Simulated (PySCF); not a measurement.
Atoms are numbered as in `[CH2:1]=[CH:2][C:3]([F:4])([F:5])[F:6]`. Each H is labelled by its parent atom. Ha(C1) is cis to C3; Hb(C1) is trans to C3.

GIAO PBE0/pcSseg-1 shifts (PySCF 2.14.0 with density-fitted response routines, gas phase, non-relativistic, equivalent atoms averaged), each against references optimised in the same way as the molecule (TMS, CFCl3).

On the GFN2-xTB geometry: C2 135.8, C3 131.8, C1 131.0, F4/F5/F6 -84.4, Ha(C1) 6.35, H(C2) 6.15, Hb(C1) 6.00 ppm.

Task: What changes on the PBE0-D3(BJ)/def2-SVP geometry?

Result: 
| atoms | δ (ppm) | change |
| --- | --- | --- |
| C2 | 136.1 | +0.3 |
| C3 | 127.2 | -4.6 |
| C1 | 131.0 | +0.0 |
| F4/F5/F6 | -83.2 | +1.2 |
| Ha(C1) | 6.23 | -0.12 |
| H(C2) | 6.00 | -0.15 |
| Hb(C1) | 5.90 | -0.10 |

Unscaled 19F shifts against computed CFCl3 carry errors that often reach 10 to 50 ppm.

Bonds between heavy atoms that differ most (equivalent bonds averaged): C1–C2 1.319 → 1.329 Å, C3–F4 1.343 → 1.337 Å, C2–C3 1.498 → 1.495 Å. Mean change of bonds to hydrogen: C–H +0.016 Å.
